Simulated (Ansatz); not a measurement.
# CCSDT(Q)/STO-3G run of C2Si

Aim: the vertical ionisation energy of C2Si at CCSDT(Q)/STO-3G, from 2 runs. 

Program for the calculation: Ansatz 0.2.0.

53 further runs of the same task are left out: 16 that didn't finish, 37 set aside as unsound or not needed.

### 1 The system as given

The species is C2Si (3 atoms), meant as a singlet with charge 0. The coordinates come from a GFN2-xTB relaxation.

Bond lengths: C1–C2 1.259 Å, C2–Si3 1.781 Å. Angles: C1–C2–Si3 180.0°.

### 2 The energy at CCSDT(Q)/STO-3G

File in.yaml:

```yaml
crystal:
  periodic: [false, false, false]
  atoms:
    - {symbol: C, position_ang: [-1.111830, 0.737510, -0.522770]}
    - {symbol: C, position_ang: [-0.135170, 0.089220, -0.063600]}
    - {symbol: Si, position_ang: [1.247000, -0.826740, 0.586370]}
basis:
  gaussian:
    orbitals: STO-3G
correlation:
  method: ccsdt_q
  frozen_orbitals: {C: 1, Si: 5}
accuracy: high
scf:
  omitted_lower_state_checks: [cluster_reference, increment]
```

The run is started by

```
$ ansatz run in.yaml --threads 1 --pin off --max-ram 2610MiB --events-out events.jsonl --progress --plain --runs-dir runs
```

Log, shortened:

```text
Warning: RAYON_NUM_THREADS=1 ignored (pool sized by the plan → 1); use --threads N
Functional definition: HF
  name "HF"
[...]
326 factors; integrals over basis functions are off by at most 1.6e-8 eV
[...]
mean field -9800.79037228 eV, -360.1724029669 hartree, gradient 6.9e-8 eV, S^2 0.000000; 0 other end points of the search recorded, 0 dependent functions left out
7 core orbitals not correlated: weight in the atoms' cores, before any rotation towards them, 1.000 or more for the frozen orbitals, at most 0.000 for the correlated occupied ones
reference -9800.79037228 eV, -360.1724029669 hartree; 6, 6 occupied and 6, 6 virtual orbitals, 326 factors
second order -4.81572667 eV of doubles, -0.00000000 eV of singles
cycle   1  -4.56809239 eV  change    2.5e-1 eV  update   1.7e-1
[...]
cycle  32  -5.52485049 eV  change  -6.5e-10 eV  update   1.3e-9
perturbative correction -0.05958863 eV, -0.0021898418 hartree
Total energy: -9806.37481140 eV, -360.3776273192 hartree
Checks for a lower state left out: cluster_reference, increment
```

It took 0.48 s on 1 thread of Arm Neoverse V2, shared host.

### 3 The doublet cation

File job.yaml:

```yaml
crystal:
  periodic: [false, false, false]
  atoms:
    - {symbol: C, position_ang: [-1.111830, 0.737510, -0.522770]}
    - {symbol: C, position_ang: [-0.135170, 0.089220, -0.063600]}
    - {symbol: Si, position_ang: [1.247000, -0.826740, 0.586370]}
basis:
  gaussian:
    orbitals: STO-3G
total_charge: 1
magnetization:
  spin_polarized: true
  initial_magnetization: 1
correlation:
  method: ccsdt_q
  frozen_orbitals: {C: 1, Si: 5}
accuracy: high
scf:
  omitted_lower_state_checks: [cluster_reference, increment]
```

The run is started by

```
$ ansatz run job.yaml --threads 1 --pin off --max-ram 2610MiB --events-out events.jsonl --progress --plain --runs-dir runs
```

Log, shortened:

```text
Warning: RAYON_NUM_THREADS=1 ignored (pool sized by the plan → 1); use --threads N
[... 2 set-up lines as earlier in the session ...]
[...]
326 factors; integrals over basis functions are off by at most 1.6e-8 eV
[...]
mean field -9796.99065148 eV, -360.0327658030 hartree, gradient 1.9e-8 eV, S^2 1.531440; 13 other end points of the search recorded, 0 dependent functions left out
7 core orbitals not correlated: weight in the atoms' cores, before any rotation towards them, 1.000 or more for the frozen orbitals, at most 0.000 for the correlated occupied ones
reference -9796.99065148 eV, -360.0327658030 hartree; 6, 5 occupied and 6, 7 virtual orbitals, 326 factors
second order -2.88002800 eV of doubles, -0.00000000 eV of singles
cycle   1  -3.32657415 eV  change   -4.5e-1 eV  update   1.2e-1
[...]
cycle  44  -4.69561873 eV  change  -3.9e-10 eV  update  1.8e-10
perturbative correction -0.04846249 eV, -0.0017809635 hartree
Total energy: -9801.73473269 eV, -360.2071075721 hartree
Checks for a lower state left out: cluster_reference, increment
```

It took 2.9 s on 1 thread of Arm Neoverse V2, shared host; peak memory 0.12 GiB.

### 4 Summary of results

At CCSDT(Q)/STO-3G, 7 core orbitals frozen:

| quantity | value |
| --- | --- |
| singlet C2Si: total energy | -360.37763 Eh |
| singlet C2Si: correlation energy (7 core orbitals frozen) | -205.2 mEh |
| singlet C2Si: T1 diagnostic | 0.029 |
| doublet cation: total energy | -360.20711 Eh |
| doublet cation: correlation energy (7 core orbitals frozen) | -174.3 mEh |
| doublet cation: ⟨S²⟩ of the reference determinant | 1.531 |
| doublet cation: T1 diagnostic | 0.087 |
| vertical ionisation energy (to the doublet cation) | 4.640 eV |

What this shows: The vertical ionisation energy comes to 4.64 eV (448 kJ/mol). In a minimal basis such a difference can be off by several eV, whatever the method. The T1 diagnostic (singlet C2Si) of 0.029 is above the customary mark for such species, so a single reference may not serve. ⟨S²⟩ (doublet cation) is 1.53 where a pure doublet has 0.75: the reference is spin-contaminated. The T1 diagnostic (doublet cation) of 0.087 is above the customary mark for such species, so a single reference may not serve.
